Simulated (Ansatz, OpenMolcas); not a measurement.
From OpenMolcas to Ansatz

OpenMolcas 26.06 runs this on SiH3 (silyl radical):

input.xyz:
```
4

Si     0.293780    -0.026900    -0.164030
H      0.559150     0.665300     1.123900
H     -0.224040    -1.401650     0.060130
H     -0.628890     0.763250    -1.019990
```

run.inp:
```
&gateway
 baslib=$CurrDir
 coord=input.xyz
 basis=cc-pVTZ
 group=NoSym

&seward
 gridinput
 Grid=UltraFine
 End of Grid

&scf
 uhf
 spin=2
 ksdft=PBE
 thresholds=1e-10 1e-07 1e-07 1e-05
 prorbitals=1 2

&alaska
```

```bash
$ export MOLCAS_MEM=1860
$ pymolcas run.inp > run.log
```

(Basis files named in the input come from the Basis Set Exchange and aren't shown.)

Geometry: relaxed at PBE0-D4/def2-TZVP.

It gives a total energy of -291.078669 Eh.

Question: Write the same calculation for Ansatz 0.2.0 as an input file of the program's own, asking for the energy.

Answer: One way, which was run:

input.yaml:
```yaml
crystal:
  periodic: [false, false, false]
  atoms:
    - {symbol: Si, position_ang: [0.293780, -0.026900, -0.164030]}
    - {symbol: H, position_ang: [0.559150, 0.665300, 1.123900]}
    - {symbol: H, position_ang: [-0.224040, -1.401650, 0.060130]}
    - {symbol: H, position_ang: [-0.628890, 0.763250, -1.019990]}
basis:
  gaussian: {orbitals: cc-pVTZ}
accuracy: high
output: {orbitals: {seedname: orbitals}}
hamiltonian: {xc: {name: PBE}}
magnetization: {spin_polarized: true, initial_magnetization: 1}
```

```bash
$ ansatz run input.yaml --threads 1 --pin off --max-ram 3480MiB --events-out events.jsonl --progress --plain --runs-dir runs
```

Its energy is -291.078670 Eh, the same as the first but for the last digit, at most.
